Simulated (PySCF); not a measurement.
Species: benzvalene, C₆H₆.
Structure used (PBE0-D3(BJ)/def2-SVP), in Å, numbered top down from 1:
```
atom  x, y, z in Å
C1     1.269    0.651   -0.227
C2     1.181   -0.655   -0.510
C3    -0.235   -1.040   -0.176
C4    -0.733   -0.158    0.955
C5    -0.095    1.041    0.276
C6    -1.138    0.161   -0.392
H7     2.125    1.317   -0.326
H8     1.948   -1.324   -0.900
H9    -0.627   -2.053   -0.298
H10   -1.257   -0.328    1.896
H11   -0.351    2.055    0.593
H12   -2.094    0.333   -0.888
```

Method: core-valence-separated Tamm–Dancoff BHandHLYP/aug-pcX-1 (pcseg-1 on H) in PySCF, non-relativistic, gas phase, PBE0-D3(BJ)/def2-SVP geometry. Absolute energies from this functional tend to lie a few eV below measured edges; no shift was applied.

The lowest roots of each edge with f over 0.003 (five at most, numbered afresh; weaker and dark ones are left out), with transition dipoles (au) in the frame of the coordinates:

| root | edge | E (eV) | f | μx | μy | μz |
| --- | --- | --- | --- | --- | --- | --- |
| 1 | C | 282.68 | 0.1136 | -0.0359 | 0.0284 | -0.1196 |
| 2 | C | 285.48 | 0.0673 | 0.0064 | 0.0957 | 0.0208 |
| 3 | C | 285.48 | 0.0056 | 0.0019 | 0.0276 | 0.0060 |
| 4 | C | 285.68 | 0.0115 | 0.0027 | 0.0396 | 0.0086 |
| 5 | C | 285.70 | 0.0194 | -0.0504 | 0.0002 | 0.0152 |

Question: Molecules are fixed in this frame and the field points along (1, 0, −1)/√2. What effective strengths 3 f cos²θ do the roots have (θ between field and μ)?

Answer: root 1 (C1/C2): 0.073, root 2 (C4/C6): 0.002, root 3 (C4/C6): 0.000, root 4 (C1/C2): 0.000, root 5 (C1/C2): 0.045. Root 1 is the strongest. Averaged over all orientations cos²θ is 1/3, which gives f back. For degenerate partners only the sum has meaning, as the program may mix them freely.

